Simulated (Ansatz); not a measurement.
Basis-set extrapolation for `N#[Si]` radical (PBE0-D4/def2-TZVP geometry, frozen core, the Gaussian-basis code of Ansatz). Multiplicity 2, UHF reference.

```csv
,cc-pV(T+d)Z,cc-pV(Q+d)Z
HF,-343.307598,-343.314607
MP2 correlation,-0.238438,-0.257045
CCSD(T) correlation,-0.282613,-0.299260
```

Energies in hartree. Use E(X) = E(∞) + A·exp(−5.46·√X) for Hartree–Fock and E(X) = E(∞) + B·X^(−3.05) for correlation, with X = 3 and 4.

Problem. What is the CCSD(T) energy at the basis-set limit?

Solution. HF limit: -343.314607 + (-0.007009) × 0.30130 = -343.31672. Correlation limit: -0.299260 + (-0.016647) × 0.71189 = -0.31111. Total: -343.62783 hartree, 1.02 eV below CCSD(T)/cc-pV(T+d)Z.

The UHF reference is spin-contaminated (⟨S²⟩ = 0.99, T1 = 0.123).
